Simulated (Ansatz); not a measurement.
Born–Oppenheimer molecular dynamics of C2H7NS (11 atoms, charge 0, multiplicity 1). It starts at the highest image of a converged band. Of that band: A structure lower than the first end lies on the path between it and the top, so the climb from that side starts below the end, which may itself be a saddle point or a shallow side well. Neighbouring images differ by up to 1.8 eV, so the band resolves the path poorly. A vibrational analysis at the climbing image gives one clearly imaginary mode, 1523i cm⁻¹: a first-order saddle point.

Level of theory: RKS CAM-B3LYP-D4/def2-SVP in Ansatz 0.2.0.

- ensemble: NVE (velocity Verlet)
- time step: 0.5 fs
- steps asked: 200
- starting velocities drawn for: 300 K
- seed: 11835

First frame:

```xyz
11
Properties=species:S:1:pos:R:3
C -0.750 1.603 -0.149
N -0.487 0.154 0.376
C 0.760 -0.516 0.034
S 0.890 -2.224 0.633
H -0.771 0.941 1.131
H -1.183 1.568 -1.160
H 0.244 2.071 -0.170
H -1.313 -0.428 0.253
H 1.587 0.038 0.497
H 0.901 -0.468 -1.059
H 0.188 -2.795 -0.367
```

(1) How far do the bonds stretch over the last three quarters of this one trajectory? (Pairs bonded in most of those frames.)

Results:

(1) 
```csv
bond,mean (Å),spread (Å),shortest,longest
C1–N2,1.451,0.032,1.40,1.53
C1–H6,1.138,0.066,1.01,1.27
C1–H7,1.110,0.022,1.05,1.16
N2–C3,1.462,0.068,1.35,1.57
N2–H8,1.018,0.009,1.00,1.04
C3–S4,1.842,0.086,1.69,1.99
C3–H9,1.103,0.016,1.08,1.13
C3–H10,1.109,0.014,1.08,1.13
S4–H11,1.351,0.020,1.32,1.38
```

Mean temperature of the second half: 1514 K. The conserved energy stayed within 4.8 meV per atom of its start (net change -1.7 meV per atom), so there is no drift, though single steps change it by up to 68 meV in the whole system, a sign of fast motions only just resolved. The kinetic energy rose, since the run started high on the potential surface and went downhill. A run of 0.1 ps of so small a system gives no equilibrium averages. The orbitals stay closed-shell, which can raise the energy where a bond breaks towards radicals; this wasn't checked here.

Run time: 5.4 min on 2 threads of Intel(R) Xeon(R) Platinum 8488C (Sapphire Rapids), on a shared host, peak memory 0.24 GiB.
